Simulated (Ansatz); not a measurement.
`C/C=C/C=O`: measurement beside calculation (Ansatz, PBE0-D4/def2-TZVP geometry).

```xyz
11

C    -0.790   -1.498    0.463
C    -0.099   -0.404   -0.261
C     0.262    0.770    0.258
C     0.939    1.769   -0.565
O     1.297    2.853   -0.176
H    -0.973   -1.243    1.507
H    -1.748   -1.729   -0.014
H    -0.199   -2.418    0.425
H     0.129   -0.584   -1.312
H     0.072    1.028    1.296
H     1.111    1.456   -1.620
```

Measured: 2931 cm⁻¹ (s-trans, S0, mode 4, CH3 symmetric stretch, IR dip VUV-MATI); 2957 cm⁻¹ (s-trans, S0, mode 19, out-of-phase methyl CH stretch, IR dip VUV-MATI); 3007 cm⁻¹ (s-trans, S0, mode 2, out-of-phase methyl and alpha-CH stretch, IR dip VUV-MATI); 2928 cm⁻¹ (s-cis, S0, mode 4, CH3 symmetric stretch, IR dip VUV-MATI); 2953 cm⁻¹ (s-cis, S0, mode 19, out-of-phase methyl CH stretch, IR dip VUV-MATI). Source: Identification of individual conformers in C4H6O isomers using conformer-specific vibrational spectroscopy, 2021 (pmc:9044234).

Harmonic PBE0-D4 wavenumbers (cm⁻¹, unscaled): 128, 202, 207, 302, 462, 546, 799, 942, 1008, 1036, 1070, 1113, 1174, 1274, 1327, 1401, 1416, 1467, 1474, 1724, 1805, 2887, 3042, 3097, 3130, 3149, 3185. Fundamentals include anharmonicity and usually lie a few per cent under these; harmonic values from spectra compare directly.
